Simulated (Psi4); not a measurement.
# PN (SMILES N#P): SCAN/cc-pV(Q+d)Z (sweep point 6)

Aim: the vertical ionisation energy of PN at SCAN/cc-pV(Q+d)Z (sweep point 6), from 2 runs. 

Program for the calculation: Psi4 1.11.

## (1) The system as given

PN has 2 atoms, charge 0, and is taken as a singlet. As SMILES, `N#P`. Geometry: the measured bond length.

Bond lengths: N1–P2 1.491 Å.

## (2) A single-point energy at SCAN/cc-pV(Q+d)Z (sweep point 6)

Contents of np.inp:

```
memory 1.6 GB

molecule {
  N      0.000000     0.000000     0.000000
  P      0.000000     0.000000     1.490866
  units angstrom
  symmetry c1
}

set globals {
  puream               true
  scf_type             pk
  dft_radial_points    99
  dft_spherical_points 590
}

energy('scan/cc-pV(Q+d)Z')
```

Run with:

```console
psi4 -i np.inp -o np.out -n 1
```

np.out:

```text
[...]
  Running in c1 symmetry.
[...]
  Nuclear repulsion =   37.269350243650337
[...]
  Multiplicity = 1
[...]
  Nalpha       = 11
  Nbeta        = 11
[...]
    Number of basis functions: 119
[...]
   @RKS iter   1:  -395.62357111956703    3.70470e-02   8.51127e-03 ADIIS/DIIS
[...]
   @RKS iter   9:  -396.10587035911493   -2.74109e-07   4.48893e-07 DIIS
[...]
    Orbital Energies [Eh]
    ---------------------
    Doubly Occupied:
       1A    -76.856880     2A    -14.188383     3A     -6.524617
       4A     -4.672404     5A     -4.672404     6A     -4.664832
       7A     -0.820646     8A     -0.468614     9A     -0.315643
      10A     -0.315643    11A     -0.296776
[...]
  @RKS Final Energy:  -396.10587035911493
   => Energetics <=
    Nuclear Repulsion Energy =             37.2693502436503366
    One-Electron Energy =                -620.0180872756212693
    Two-Electron Energy =                 216.6852587254596187
    DFT Exchange-Correlation Energy =     -30.0423920526036383
    Empirical Dispersion Energy =           0.0000000000000000
    VV10 Nonlocal Energy =                  0.0000000000000000
    Total Energy =                       -396.1058703591149310
[...]
 Multipole Moments:
 ------------------------------------------------------------------------------------
     Multipole            Electronic (a.u.)      Nuclear  (a.u.)        Total (a.u.)
 ------------------------------------------------------------------------------------
 L = 1.  Multiply by 2.5417464519 to convert [e a0] to [Debye]
 Dipole X            :          0.0000000            0.0000000            0.0000000
 Dipole Y            :          0.0000000            0.0000000            0.0000000
 Dipole Z            :          1.4985654           -0.4240837            1.0744816
 Magnitude           :                                                    1.0744816
[...]
```

Wall time 28 s (1 thread of AMD EPYC 7R43 (Zen 3), shared host); peak memory 0.92 GiB.

## (3) The doublet cation

Contents of np.inp:

```
memory 1600 mb

molecule m {
  1 2
  N      0.000000     0.000000     0.000000
  P      0.000000     0.000000     1.490866
  symmetry c1
}

set {
  basis cc-pV(Q+d)Z
  reference uks
  puream true
  scf_type pk
  dft_radial_points 99
  dft_spherical_points 590
  maxiter 150
}

result, w = energy('scan', return_wfn=True)
print_variables()
```

Run with:

```console
psi4 np.inp np.out -n 1
```

np.out:

```text
[...]
  Running in c1 symmetry.
[...]
  Nuclear repulsion =   37.269350243650337
[...]
  Multiplicity = 2
[...]
  Nalpha       = 11
  Nbeta        = 10
[...]
    Number of basis functions: 119
[...]
   @UKS iter   1:  -395.25878542282754    4.01833e-01   7.54604e-03 ADIIS/DIIS
[...]
   @UKS iter  12:  -395.67587354496970   -7.70117e-08   5.84057e-07 DIIS
[...]
   @S^2 Observed:                8.161646793E-01
[...]
    Orbital Energies [Eh]
    ---------------------
    Alpha Occupied:
       1A    -77.232670     2A    -14.578163     3A     -6.888540
       4A     -5.034767     5A     -5.034707     6A     -5.034707
       7A     -1.179058     8A     -0.816413     9A     -0.681165
      10A     -0.641789    11A     -0.641789
    Alpha Virtual:
      12A     -0.424757    13A     -0.424757    14A     -0.238114
      15A     -0.067831    16A     -0.067780    17A     -0.053151
      18A     -0.002300    19A     -0.002300    20A      0.011540
      21A      0.023337    22A      0.023337    23A      0.120879
      24A      0.188280    25A      0.188280    26A      0.287236
[...]
  @UKS Final Energy:  -395.67587354496970
   => Energetics <=
    Nuclear Repulsion Energy =             37.2693502436503366
    One-Electron Energy =                -612.2789943904485881
    Two-Electron Energy =                 209.0668063866110060
    DFT Exchange-Correlation Energy =     -29.7330357847824978
    Empirical Dispersion Energy =           0.0000000000000000
    VV10 Nonlocal Energy =                  0.0000000000000000
    Total Energy =                       -395.6758735449697042
[...]
 Multipole Moments:
 ------------------------------------------------------------------------------------
     Multipole            Electronic (a.u.)      Nuclear  (a.u.)        Total (a.u.)
 ------------------------------------------------------------------------------------
 L = 1.  Multiply by 2.5417464519 to convert [e a0] to [Debye]
 Dipole X            :          0.0000001            0.0000000            0.0000001
 Dipole Y            :          0.0000004            0.0000000            0.0000004
 Dipole Z            :          1.1586695           -0.4240837            0.7345857
 Magnitude           :                                                    0.7345857
[...]
```

It took 46 s on 1 thread of AMD EPYC 7R43 (Zen 3), shared host; peak memory 0.92 GiB.

## (4) Outcome

At SCAN/cc-pV(Q+d)Z (sweep point 6):

| quantity | value |
| --- | --- |
| singlet PN: total energy | -396.10587 Eh |
| singlet PN: dipole moment | 2.73 D |
| singlet PN: HOMO energy | -8.08 eV |
| singlet PN: LUMO energy | -3.23 eV |
| singlet PN: HOMO–LUMO gap | 4.85 eV |
| doublet cation: total energy | -395.67587 Eh |
| doublet cation: HOMO energy (highest over α and β) | -16.95 eV |
| doublet cation: LUMO energy (lowest over α and β) | -14.98 eV |
| doublet cation: ⟨S²⟩ | 0.816 |
| vertical ionisation energy (to the doublet cation) | 11.701 eV |

Removing an electron at fixed nuclei costs 11.70 eV (1129 kJ/mol). The negative HOMO energy of the first species, 8.08 eV, lies 3.63 eV below that difference.
